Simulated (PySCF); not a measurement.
SMILES CC#N (C2H3N), B3LYP/def2-SVP optimised geometry.

```
6

C      1.12    -0.12     0.00
C     -0.34    -0.12     0.00
N     -1.50    -0.12     0.00
H      1.50    -0.35     1.01
H      1.50    -0.87    -0.70
H      1.50     0.87    -0.30
```

Density from B3LYP/def2-TZVP run with PySCF 2.14.0 at that geometry.

Minimum of the electron density along straight lines between bonded atoms, close to the bond critical point (lines longer than 1.1 times the sum of covalent radii, or with two minima, are not listed):

| bond | length / Å | ρ at the minimum / e bohr⁻³ | ∇²ρ there / e bohr⁻⁵ | position (fraction from the first atom) |
|---|---|---|---|---|
| C1–C2 | 1.460 | 0.268 | ___ | 0.46 |
| C2–N3 | 1.158 | ___ | ___ | 0.35 |
| C1–H4 | 1.101 | 0.274 | -0.93 | 0.65 |
| C1–H5 | 1.101 | 0.274 | -0.93 | 0.65 |
| C1–H6 | 1.101 | 0.274 | -0.93 | 0.65 |

Question: Complete the blanks.

Answer: 
- C1–C2, ∇²ρ there / e bohr⁻⁵: -0.74
- C2–N3, ρ at the minimum / e bohr⁻³: 0.491
- C2–N3, ∇²ρ there / e bohr⁻⁵: -0.24
